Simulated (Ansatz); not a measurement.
Geometry optimisation, RKS r2SCANh-D4/def2-SVP in Ansatz 0.2.0.

input.yaml

```yaml
crystal:
  periodic: [false, false, false]
  atoms:
    - { symbol: C, position_ang: [-0.9109, 0.3921, -0.539] }
    - { symbol: C, position_ang: [0.1445, 0.3684, 0.1875] }
    - { symbol: "N", position_ang: [0.80197, 1.47586, 0.57723] }
    - { symbol: H, position_ang: [-1.4259, -0.4436, -0.8523] }
    - { symbol: H, position_ang: [-1.3557, 1.389, -0.8821] }
    - { symbol: H, position_ang: [0.57904, -0.58353, 0.5473] }
    - { symbol: H, position_ang: [0.31176, 2.33823, 0.5413] }
    - { symbol: H, position_ang: [1.27089, 1.35731, 1.55412] }
basis:
  gaussian: { orbitals: def2-SVP }
hamiltonian:
  xc: r2scanh
  dispersion: d4
relax:
  f_tol: 0.015
  max_steps: 40
```

Run as:

```bash
$ ansatz run input.yaml --threads 1 --pin off --max-ram 2048MiB --backend cpu --events-out ev --progress --plain --runs-dir out
```

Question: Where does it end, and by what steps?

Answer: The run converged. After 8 steps the energy has fallen by 0.456 eV; H4 moved furthest, 0.10 Å.

```tsv
step	energy less start (eV)	largest force component (eV/Å)	accepted
0	0.0000	3.646	yes
1	-0.4145	1.287	yes
2	-0.4392	0.342	yes
3	-0.4532	0.203	yes
4	-0.4542	0.073	yes
5	-0.4554	0.066	yes
6	-0.4552	0.031	no
7	-0.4558	0.020	yes
8	-0.4559	0.002	yes
```

```xyz
8
Properties=species:S:1:pos:R:3
C -0.968 0.410 -0.570
C 0.116 0.393 0.221
N 0.842 1.482 0.659
H -1.412 -0.524 -0.911
H -1.420 1.345 -0.908
H 0.542 -0.567 0.534
H 0.388 2.383 0.571
H 1.327 1.372 1.538
```

Run time: 24 s on 1 thread of Arm Neoverse V1, on a shared host, peak memory 0.13 GiB.
